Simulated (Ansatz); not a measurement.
# Worked example: correlation energy of [Cl···H···SiH], doublet

Geometry: a point of a hydrogen-transfer path between rigid fragments, not a stationary point.

```json
{"atom": "Cl", "x (Å)": "-1.5667", "y (Å)": "0.0227", "z (Å)": "0.0000"}
{"atom": "H", "x (Å)": "-0.2879", "y (Å)": "0.0227", "z (Å)": "0.0000"}
{"atom": "Si", "x (Å)": "1.9053", "y (Å)": "0.0227", "z (Å)": "0.0000"}
{"atom": "H", "x (Å)": "2.3018", "y (Å)": "-1.4568", "z (Å)": "0.0000"}
```

Basis cc-pVDZ; Ansatz 0.2.0. Only valence electrons are correlated (noble-gas cores frozen), which leaves 13 electrons in 36 orbitals. R marks a restricted (for open shells ROHF) determinant, U an unrestricted one.

Full CI isn't at hand for all of this; UCCSDT(Q) serves as the reference, and is uncertain by about the last step of the cluster series.

Runs differ by some tens of microhartree through their thresholds and, for an open shell, their frozen cores, so steps under 0.03 kcal/mol mean nothing.

```
    level  total energy (hartree)
      UHF             -749.509981
     UMP2             -749.726618
    UCCSD             -749.765769
 UCCSD(T)             -749.770460
   UCCSDT             -749.771274
UCCSDT(Q)             -749.771635
```

**Question.** What is the correlation energy at UCCSDT(Q), and what share of it do UMP2 and UCCSD recover?

**Answer.** E(corr) = -749.771635 − (-749.509981) = -0.261654 hartree = -7.120 eV. UMP2: -0.216637 / -0.261654 = 82.80 %. UCCSD: -0.255788 / -0.261654 = 97.76 %.

**Question.** By how many kcal/mol does UCCSD(T) miss UCCSDT(Q) (1 hartree = 627.509 kcal/mol), and which steps make up the rest?

**Answer.** -749.770460 − (-749.771635) = 0.001175 hartree = 0.74 kcal/mol. Steps: UCCSDT − UCCSD(T) = -0.51, UCCSDT(Q) − UCCSDT = -0.23 kcal/mol. That is within 1 kcal/mol of the reference in this basis, which itself misses far more of the correlation at the basis-set limit.
